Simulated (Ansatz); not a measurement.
# H3OS2: the cost of one run

Program: Ansatz 0.2.0, Gaussian basis. Level of theory: CAM-B3LYP-D4/def2-SVP. These are calculated values, not measurements.

### 1 Where the work starts

SMILES `[OH2+]SS`, 6 atoms, charge 1, spin multiplicity 1.

Atoms are counted from 1 here; the program's logs count them from 0.

Bond lengths: O1–H4 0.973 Å, O1–H5 0.973 Å, S2–S3 1.922 Å, S3–H6 1.365 Å. Angles: H4–O1–H5 109.1°, S2–S3–H6 101.8°.

As a file:

```xyz
6
H3OS2
O    -0.9942    0.4087   -0.5975
S     0.0132   -0.9351    0.6199
S     1.8737   -0.6618    0.2211
H    -1.4879   -0.0607   -1.2920
H    -1.6157    0.9362   -0.0669
H     2.2111    0.3127    1.1155
```

### 2 Dynamics

Input file md/in.yaml:

```yaml
crystal:
  periodic: [false, false, false]
  atoms:
    - {symbol: O, position_ang: [-0.994230, 0.408690, -0.597520]}
    - {symbol: S, position_ang: [0.013170, -0.935080, 0.619890]}
    - {symbol: S, position_ang: [1.873690, -0.661820, 0.221120]}
    - {symbol: H, position_ang: [-1.487940, -0.060680, -1.292000]}
    - {symbol: H, position_ang: [-1.615730, 0.936230, -0.066950]}
    - {symbol: H, position_ang: [2.211050, 0.312660, 1.115450]}
basis:
  gaussian: {orbitals: def2-SVP}
total_charge: 1
hamiltonian: {xc: {name: CAM-B3LYP}, dispersion: d4}
md: {n_steps: 60, timestep: 1.0, temperature: 200, ensemble: nve, seed: 871, initial_velocities: maxwell_boltzmann}
```

On the command line:

```
> ansatz run in.yaml --threads 2 --pin off --events-out ev --progress --plain --max-ram 3481MiB
```

Q: Estimate wall time and peak memory on 2 threads of Arm Neoverse V1, shared host.

About 63 s, with a peak of 0.13 GiB.
